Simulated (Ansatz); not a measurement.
**The standard entropy of C3H6 (cyclopropane) from a frequency calculation**

A singlet with charge 0, relaxed at PBE/def2-SVP (Ansatz 0.2.0):

```xyz
9

C    -0.5228    0.0195   -0.6923
C     0.7387    0.4740    0.0040
C    -0.1865   -0.5089    0.6826
H    -1.3535    0.7368   -0.7858
H    -0.4266   -0.6638   -1.5509
H     0.7779    1.5048    0.3906
H     1.7048    0.1041   -0.3745
H     0.1416   -1.5567    0.7722
H    -0.7853   -0.1560    1.5372
```

Harmonic wavenumbers in cm⁻¹: 707, 707, 826, 888, 888, 1010, 1011, 1030, 1100, 1151, 1151, 1203, 1390, 1390, 1454, 3060, 3061, 3068, 3147, 3147, 3163.

Masses in u: C 12.011, H 1.008. Take T = 298.15 K, p = 1 bar, R = 8.3145 J/(mol K), kT/hc = 207.22 cm⁻¹, rigid rotor and harmonic oscillator.

Compute the standard molar entropy.


1. Translation (Sackur–Tetrode): S = R[3/2 ln M + 5/2 ln T − 1.1517] with M = 42.081 gives 155.5 J/(mol K).
2. Rotation: principal moments 25.427, 25.428, 40.555 u Å² give A, B, C = 0.663, 0.6629, 0.4157 cm⁻¹; the symmetry number is σ = 6; q = (√π/σ)√((kT/hc)³/ABC) = 2062; S = R(ln q + 3/2) = 75.9.
3. Vibration: with u = ν̃/207.22, each mode gives R[u/(eᵘ − 1) − ln(1 − e⁻ᵘ)]; the sum is 6.7, most from 707 cm⁻¹ (1.2), 707 cm⁻¹ (1.2), 826 cm⁻¹ (0.8).
4. Electronic: R ln 1 = 0.0, from the spin multiplicity alone.
5. Sum: 155.5 + 75.9 + 6.7 + 0.0 = 238.1 J/(mol K).

The tabulated value is 237.5 J/(mol K) (CRC Handbook of Chemistry and Physics): the model is off by +0.6.
